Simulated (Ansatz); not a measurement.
Worked example: correlation energy of H$_{2}$B–B⁺, quartet

Geometry: that of the H2B–B, triplet, kept fixed. The doublet lies 3.6 eV lower here.

```xyz
4

B     0.0000    0.0000    0.6756
B     0.0000    0.0000   -0.9095
H     0.0000    1.0479    1.2540
H     0.0000   -1.0479    1.2540
```

Basis 6-31G; Ansatz 0.2.0. Correlated methods freeze the noble-gas cores, which leaves 7 electrons in 20 orbitals. Prefix R: restricted or restricted open-shell reference; prefix U: unrestricted.

Full CI is exact within this basis and frozen core; it isn't the basis-set limit. The frozen core follows each run's orbitals, which can shift R against U totals by a few meV.

The cluster runs stand on a determinant 0.05 eV above the lowest UHF solution, chosen by trial CCSD; the correlation energy below is counted from it.

Runs differ by some tens of microhartree through their thresholds and, for an open shell, their frozen cores, so steps under 0.1 kcal/mol mean nothing.

```csv
level,total energy (hartree)
UHF determinant under the cluster runs,-49.927873
UMP2,-49.991093
UCCSD,-50.017571
UCCSD(T),-50.019678
UCCSDT,-50.020553
UCCSDT(Q),-50.020649
UCCSDTQ,-50.020675
full CI,-50.020662
```

What is the correlation energy at full CI, and what share of it do UMP2 and UCCSD(T) recover?

E(corr) = -50.020662 − (-49.927873) = -0.092789 hartree = -2.525 eV. UMP2: -0.063220 / -0.092789 = 68.13 %. UCCSD(T): -0.091805 / -0.092789 = 98.94 %.

By how many kcal/mol does UCCSD(T) miss full CI (1 hartree = 627.509 kcal/mol), and which steps make up the rest?

-50.019678 − (-50.020662) = 0.000984 hartree = 0.62 kcal/mol. Steps: UCCSDT − UCCSD(T) = -0.55, UCCSDT(Q) − UCCSDT = -0.06, UCCSDTQ − UCCSDT(Q) = -0.02, full CI − UCCSDTQ = 0.01 kcal/mol. That is within 1 kcal/mol of the reference in this basis, which itself misses far more of the correlation at the basis-set limit.
